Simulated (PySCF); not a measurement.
C2H6O, SMILES COC.

The structure is a stationary point at B3LYP-D3(BJ)/def2-TZVP.

Calculation: B3LYP-D3(BJ)/def2-TZVP in PySCF 2.14.0.

Frequencies are harmonic and unscaled.

Computed normal modes with their intensities:
| mode | ν (cm⁻¹) | IR (km/mol) | moving atoms (share of kinetic energy) |
|---|---|---|---|
| 1 | 212 | 0.0 | H 97 % |
| 2 | 245 | 5.9 | H 76 %, O 19 % |
| 3 | 414 | 2.5 | H 40 %, C 37 %, O 23 % |
| 4 | 941 | 37.1 | C 56 %, O 26 %, H 18 % |
| 5 | 1119 | 48.6 | H 50 %, C 34 %, O 16 % |
| 6 | 1163 | 0.0 | H 81 %, C 19 % |
| 7 | 1193 | 7.2 | H 72 %, C 18 %, O 10 % |
| 8 | 1195 | 97.9 | O 38 %, H 32 %, C 29 % |
| 9 | 1268 | 5.9 | H 61 %, C 24 %, O 15 % |
| 10 | 1461 | 3.3 | H 89 %, C 8 % |
| 11 | 1482 | 0.0 | H 96 % |
| 12 | 1489 | 0.1 | H 86 %, C 13 % |
| 13 | 1491 | 12.9 | H 96 % |
| 14 | 1498 | 12.4 | H 96 % |
| 15 | 1515 | 2.4 | H 94 % |
| 16 | 2962 | 55.0 | H 97 % |
| 17 | 2974 | 64.7 | H 97 % |
| 18 | 3004 | 141.0 | H 91 %, C 9 % |
| 19 | 3009 | 0.0 | H 90 %, C 10 % |
| 20 | 3112 | 33.6 | H 91 %, C 9 % |
| 21 | 3114 | 22.7 | H 91 %, C 9 % |
